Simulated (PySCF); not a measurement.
Species, as SMILES: [O+]#[Si-] (O-Si).
Geometry (B3LYP-D3(BJ)/def2-TZVP, fixed):
```xyz
2

Si     0.0000     0.0000    -0.5502
O      0.0000     0.0000     0.9629
```
Charge 0, spin multiplicity 1.

Basis-set convergence of the isotropic shielding of Si1 at HF with PySCF. GIAO, no density fitting; atoms are numbered in the order shown. All functions are spherical. No added dispersion term, no relativity. Reference: the value in pcSseg-3, 267.31 ppm, itself unsure by roughly 1.37 ppm (its mean distance from cc-pCVQZ, cc-pV(5+d)Z, pcseg-3).

```csv
basis,functions,isotropic shielding of Si1 (ppm)
3-21G,22,[?]
6-311G**,44,244.46
def2-SVPD,47,337.49
def2-TZVP,68,[?]
def2-TZVPP,73,254.88
"6-311++G(3df,3pd)",86,265.23
def2-QZVPP,127,[?]
aug-pcseg-3,174,[?]
cc-pV(5+d)Z,191,265.20
```

Question: Some entries are withheld; supply them.

Answer: 
- 3-21G, isotropic shielding of Si1 (ppm): 297.39
- def2-TZVP, isotropic shielding of Si1 (ppm): 255.21
- def2-QZVPP, isotropic shielding of Si1 (ppm): 263.53
- aug-pcseg-3, isotropic shielding of Si1 (ppm): 267.12
